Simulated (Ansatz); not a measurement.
# N2: a search for lower mean-field states

With the Ansatz DFT code, driven from Python.

Input file `n2.xyz`:
```text
2

N     0.00000    0.00000    0.00000
N     0.00000    0.00000    1.31000
```

Notebook, run cell by cell (the value of a cell's last expression is shown):

**Cell 1**
```python
import ansatz as az
import numpy as np
```

**Cell 2**
```python
geometry = az.Crystal.molecule_from_extxyz("n2.xyz")
symbols = [site.symbol for site in geometry.cartesian_sites]
```

**Cell 3**
```python
start = np.array([site.position_ang for site in geometry.cartesian_sites])
for factor in [1.0, 1.5]:
    xyz = (start - start.mean(axis=0)) * factor
    scaled = az.Crystal.molecule()
    for symbol, place in zip(symbols, xyz):
        scaled = scaled.atom(symbol, place.tolist())
    setup = (
        scaled.calculation()
        .basis(gaussian="def2-SVP")
        .functional("hf")
        .spin("collinear")
    )
    for search in ("off", "standard"):
        try:
            r = setup.scf(lower_state_search=search).run().report
        except az.AnsatzError as error:
            print(f"x{factor} search {search}: {type(error).__name__}")
            continue
        state = r["mean_field"]["state"]
        print(f"all distances x{factor}, search {search:8s} E = {r['free_energy_ev']:.5f} eV  <S^2> = {abs(state['spin_squared']):.3f}  other states met: {len(r['mean_field']['others'])}")
```
Output:
```text
all distances x1.0, search off      E = -2958.64233 eV  <S^2> = 0.000  other states met: 0
all distances x1.0, search standard E = -2959.80005 eV  <S^2> = 1.102  other states met: 4
all distances x1.5, search off      E = -2945.19378 eV  <S^2> = 0.000  other states met: 0
all distances x1.5, search standard E = -2956.73186 eV  <S^2> = 2.731  other states met: 6
```

What to keep in mind:
- These settings explore the input space; basis and method may be short of convergence.
- The count of other states can hold repeated and symmetry-equivalent ends of the search; scaling all distances is a test, and for more than two atoms no physical path.
- The expectation value of S² is noticeably off S(S+1) in at least one run, so that state is spin-contaminated.
- The spin state was assumed, and another may lie lower.
- Timing: 1 s on 1 thread of Arm Neoverse V2, with other jobs on the host, peak memory 0.14 GiB.
